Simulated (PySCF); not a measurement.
Work out the structure from these simulated measurements.

Elements present: C, H, P and S. Monoisotopic mass: 123.0392 u (electron mass counted); charge +1.

- NMR, other nuclei: isotropic shieldings of nuclei other than C and H, by class: 318 (1 P), 553 (1 S) ppm [GIAO B3LYP/pcSseg-1]
- Polarisability: 88.4 au [B3LYP/def2-SVPD]
- 13C NMR: chemical shifts (computed TMS as zero) by class: 30.4 (1 C), 24.9 (1 C), 3.2 (2 C) ppm [GIAO B3LYP/pcSseg-1]
- 1H NMR: chemical shifts (computed TMS as zero) by class: 6.05 (1 H), 2.93 (2 H), 2.41 (3 H), 1.95 (6 H) ppm [GIAO B3LYP/pcSseg-1]
- Rotational structure: rotational constants A, B, C: 3.454, 1.431, 1.234 GHz [PBE0-D3(BJ)/def2-SVP]
- Valence photoelectron: vertical ionisation energy: 12.97 eV [ΔSCF B3LYP/def2-SVPD]

The electronic properties come from PySCF, for the isolated species, density fitting. Levels stand in brackets. Isolated species at its PBE0-D3(BJ)/def2-SVP geometry (one conformer only). NMR classes are plain means over equivalent atoms (diastereotopic ones count apart unless rotation or inversion swaps them), as if these changed places fast.

Question: Which formula fits the mass and the elements?

Answer: C4H12PS (calculated 123.0392). No other formula that holds each of these elements comes within 0.0003 u with a fitting electron parity and a possible valence count.

Question: Give a SMILES that accounts for the data.

Answer: Numbering: `[CH3:1][S:2][CH2:3][PH+:4]([CH3:5])[CH3:6]`. 4 carbons fall into 3 classes; from least to most shielded: sp3 carbon bound to sulfur [C3] (30.4 ppm), S-methyl carbon [C1] (24.9 ppm), sp3 carbon bound to phosphorus [C5/C6] (3.2 ppm, 2 C). Hydrogen classes from least to most shielded: 1 H on a phosphonium phosphorus, P4 (6.05 ppm), 2 H on an sp3 carbon bound to sulfur, C3 (2.93 ppm, a mean of values up to 0.6 ppm apart in this geometry), 3 H on an S-methyl carbon, C1 (2.41 ppm, a mean of values up to 0.6 ppm apart in this geometry), 6 H on 2 like atoms (sp3 carbon bound to phosphorus), C5/C6 (1.95 ppm, a mean of values up to 0.9 ppm apart in this geometry). The other shieldings belong to: 318 ppm, phosphonium phosphorus [P4]; 553 ppm, sulfide sulfur [S2]. The first electron is taken from the HOMO, whose largest Löwdin shares are 0.67 on the sulfide sulfur, 0.10 on the S-methyl carbon, 0.09 on the sp3 carbon bound to sulfur and 0.04 on the phosphonium phosphorus. The optimised geometry has point group C1 and is an asymmetric top. Structure: `CSC[PH+](C)C`. The assignments are read from this structure; whether some other isomer fits the data as well wasn't checked.

Shape of the structure used: `[CH3:1][S:2][CH2:3][PH+:4]([CH3:5])[CH3:6]`: C1–S2–C3–P4 101°, S2–C3–P4–C5 -60°.
